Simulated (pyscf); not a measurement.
Optimised with ωB97X-D3(BJ)/def2-SVP in PySCF.

Problem. Estimate by transition-state theory the rate constant of HO–PH• (SMILES O[PH]) + H₂ (SMILES [H][H]) → •O–PH₂ (SMILES [O]P) + H₂ (SMILES [H][H]) (doublet surface; H–O, H–H broken, H–P, H–H formed) at 1200 K, with ωB97M-D3(BJ)/def2-TZVP energies (ideal gas, 1 atm, RRHO with modes under 100 cm⁻¹ raised to 100, one conformer, R ln 2 for chiral ones without a mode under 150 cm⁻¹; no tunnelling).

Solution. The electronic barrier is 52.7 kcal/mol and the thermal terms add +34.4, so ΔG‡ = 87.1 kcal/mol. With k_BT/h = 2.50e+13 s⁻¹ and RT = 2.385 kcal/mol, and a volume of 1.64e-19 cm³ per molecule at 1 atm, k = 5.7e-22 cm³ molecule⁻¹ s⁻¹. Wigner's tunnelling factor for 2204i cm⁻¹ would be 1.29. A shift of 1 kcal/mol in the barrier changes k by a factor 1.5. This is the saddle that the search found; another between the same sides may lie lower.
